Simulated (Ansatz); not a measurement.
# CH8NSi: the cost of one run

Program: Ansatz 0.2.0. Level of theory: UHF/6-31G. These are calculated values, not measurements.

**1. Starting point**

Bond lengths: C1–N2 1.477 Å, N2–Si3 1.922 Å, C1–H4 1.089 Å, C1–H5 1.087 Å, C1–H6 1.087 Å, N2–H7 1.023 Å, N2–H8 1.023 Å, Si3–H9 1.456 Å, Si3–H10 1.456 Å, Si3–H11 1.456 Å. Angles (14 of 18 angles, heavy atoms first): C1–N2–Si3 114.5°, C1–N2–H7 108.3°, C1–N2–H8 108.3°, Si3–N2–H7 109.9°, Si3–N2–H8 109.8°, N2–C1–H4 111.2°, N2–C1–H5 109.7°, N2–C1–H6 109.7°, N2–Si3–H9 99.8°, N2–Si3–H10 100.6°, N2–Si3–H11 100.7°, H7–N2–H8 105.8°, H4–C1–H5 108.7°, H4–C1–H6 108.7°.

Coordinates:

```xyz
11

C     1.3420    0.1827   -0.1009
N     0.1217   -0.3008    0.5758
Si   -1.5105    0.0593   -0.3736
H     2.2325   -0.0477    0.4818
H     1.4319   -0.2888   -1.0763
H     1.2834    1.2594   -0.2377
H     0.0827    0.1204    1.5070
H     0.2172   -1.3076    0.7299
H    -2.4685   -0.5422    0.5433
H    -1.4735    1.5140   -0.4285
H    -1.2588   -0.6487   -1.6205
```

**2. Preparing the start**

Input file input.yaml:

```yaml
crystal:
  periodic: [false, false, false]
  atoms:
    - { symbol: C, position_ang: [1.34198, 0.18273, -0.10095] }
    - { symbol: "N", position_ang: [0.12175, -0.30082, 0.57581] }
    - { symbol: Si, position_ang: [-1.51049, 0.0593, -0.37365] }
    - { symbol: H, position_ang: [2.23246, -0.04767, 0.48176] }
    - { symbol: H, position_ang: [1.43187, -0.28885, -1.07632] }
    - { symbol: H, position_ang: [1.28337, 1.2594, -0.23771] }
    - { symbol: H, position_ang: [0.08265, 0.12044, 1.50699] }
    - { symbol: H, position_ang: [0.21721, -1.30759, 0.72989] }
    - { symbol: H, position_ang: [-2.46853, -0.5422, 0.54328] }
    - { symbol: H, position_ang: [-1.47352, 1.514, -0.42855] }
    - { symbol: H, position_ang: [-1.25875, -0.64873, -1.62053] }
total_charge: 1
magnetization:
  spin_polarized: true
basis:
  gaussian: { orbitals: "6-31G" }
hamiltonian:
  xc: hf
relax:
  f_tol: 0.02
  max_steps: 40
output:
  orbitals: {}
```

Command:

```
$ ansatz run input.yaml --threads 1 --pin off --max-ram 2048MiB --backend cpu --events-out ev --progress --plain --runs-dir out
```

**Question.** How long does this run take on 1 thread of Intel Xeon Platinum 8259CL at 2.50GHz (Skylake/Cascade Lake), shared host, and how much memory does it need?

About 11 s, with a peak of 0.13 GiB.
